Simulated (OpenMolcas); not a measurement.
Potential curves of CH⁺: spin-free states

Calculated with OpenMolcas 26.06: state-averaged CASSCF(4,5) over C 2s 2p, H 1s, XMS-CASPT2 (IPEA 0.25, imaginary shift 0.2 hartree), scalar X2C, ANO-RCC-VTZP, then RASSI spin–orbit state interaction with atomic mean-field integrals. C2 symmetry about the axis (a holds Σ, Δ, Γ; b holds Π, Φ, H; Σ⁺ and Σ⁻ are not told apart); roots by multiplicity and irrep: 1a 4, 3b 2, 1b 2, 3a 1, 5a 1.

XMS-CASPT2 energies in eV from the lowest point. Curves are followed by energy order within each symmetry, so they are adiabatic and may change character at avoided crossings; Σ⁺ and Σ⁻ are counted together.

```json
{"R (Å)": "0.985", "(1)1Σ": "0.400", "(1)3Π": "1.702", "(1)1Π": "3.856", "(1)1Δ": "7.521", "(1)5Σ": "9.896"}
{"R (Å)": "1.042", "(1)1Σ": "0.130", "(1)3Π": "1.441", "(1)1Π": "3.499", "(1)1Δ": "7.141", "(1)5Σ": "9.233"}
{"R (Å)": "1.093", "(1)1Σ": "0.019", "(1)3Π": "1.332", "(1)1Π": "3.308", "(1)1Δ": "6.927", "(1)5Σ": "8.786"}
{"R (Å)": "1.145", "(1)1Σ": "0.000", "(1)3Π": "1.309", "(1)1Π": "3.193", "(1)1Δ": "6.804", "(1)5Σ": "8.450"}
{"R (Å)": "1.202", "(1)1Σ": "0.059", "(1)3Π": "1.355", "(1)1Π": "3.135", "(1)1Δ": "6.742", "(1)5Σ": "8.177"}
{"R (Å)": "1.260", "(1)1Σ": "0.178", "(1)3Π": "1.454", "(1)1Π": "3.127", "(1)1Δ": "6.737", "(1)5Σ": "7.988"}
{"R (Å)": "1.340", "(1)1Σ": "0.412", "(1)3Π": "1.647", "(1)1Π": "3.167", "(1)1Δ": "6.799", "(1)5Σ": "7.829"}
{"R (Å)": "1.443", "(1)1Σ": "0.777", "(1)3Π": "1.940", "(1)1Π": "3.267", "(1)1Δ": "6.937", "(1)5Σ": "7.752"}
{"R (Å)": "1.603", "(1)1Σ": "1.390", "(1)3Π": "2.405", "(1)1Π": "3.439", "(1)1Δ": "7.228", "(1)5Σ": "7.805"}
{"R (Å)": "1.832", "(1)1Σ": "2.208", "(1)3Π": "2.978", "(1)1Π": "3.677", "(1)1Δ": "7.596", "(1)5Σ": "8.055"}
{"R (Å)": "2.175", "(1)1Σ": "3.137", "(1)3Π": "3.566", "(1)1Π": "3.899", "(1)1Δ": "7.960", "(1)5Σ": "8.519"}
{"R (Å)": "2.634", "(1)1Σ": "3.793", "(1)3Π": "3.964", "(1)1Π": "4.055", "(1)1Δ": "8.124", "(1)5Σ": "9.016"}
```

Problem. With masses 12.000 and 1.008 u, fit the curves (1)1Σ, (1)3Π, (1)1Π near their minima.

Solution. At XMS-CASPT2, Te from the lowest curve (the fit fixes ωe to a per cent or two; the method's Re and ωe can be off by some per cent):

| curve | Te (cm⁻¹) | Re (Å) | ωe (cm⁻¹) |
| --- | --- | --- | --- |
| (1)1Σ | 0 | 1.131 | 2852.1 |
| (1)3Π | 10570 | 1.136 | 2687.5 |
| (1)1Π | 25220 | 1.242 | 1822.1 |

Left out for impure symmetry, kinks or missing points, though low: (1)3Σ, (2)1Σ. Only roots inside an energy window near the equilibrium distance were included, so the list of states is not complete; labels number the states computed. Each spin and symmetry block has orbitals of its own, averaged over its own roots, so gaps between blocks are less sure than gaps within one and near the minimum can be off by tenths of an eV, in bad cases by more. No Rydberg orbitals are active, so Rydberg states, and σ→σ* states whose orbital the CASSCF left unused, can be missing between those listed. At stretched bonds a block can hold a wrong CASSCF solution and miss its lowest state; points past a visible jump are left out. No roots were computed in block 5b (none fell in the window or the block failed), so states of that kind are missing and can lie low or lowest. Points that failed a check (symmetry, reference weights, a jump) are left out.
